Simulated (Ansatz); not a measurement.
Species: CHO, charge -1, multiplicity 1. It need not be the lowest isomer of its formula. Whether it binds its extra electron was not tested at this geometry. SMILES: O=[CH-]
Geometry from a B3LYP-D3(BJ)/def2-TZVP (Ansatz, an electronic-structure program) optimisation:
```
C
O 1 1.2303
H 1 1.2618 2 109.42
```
Charge -1, spin multiplicity 1.

Q: Give the harmonic wavenumbers at B3LYP-D3(BJ)/def2-TZVP (Ansatz, finite differences of forces, unscaled).

A: 1276, 1307, 1751 cm⁻¹. Zero-point energy 6.2 kcal/mol.

Q: From these and the geometry, give the ideal-gas thermochemistry at 298.15 K and 1 atm (rigid rotor, harmonic oscillator).

A: Point group Cs, rotational symmetry number 1. Rotational constants 415.8, 42.93, 38.91 GHz. S(trans) 36.03, S(rot) 16.79, S(vib) 0.06, S(elec, spin only) 0.00, S 52.9 cal/(mol K). H(298) - H(0) 2.39 kcal/mol; G - E(el) -7.2 kcal/mol.
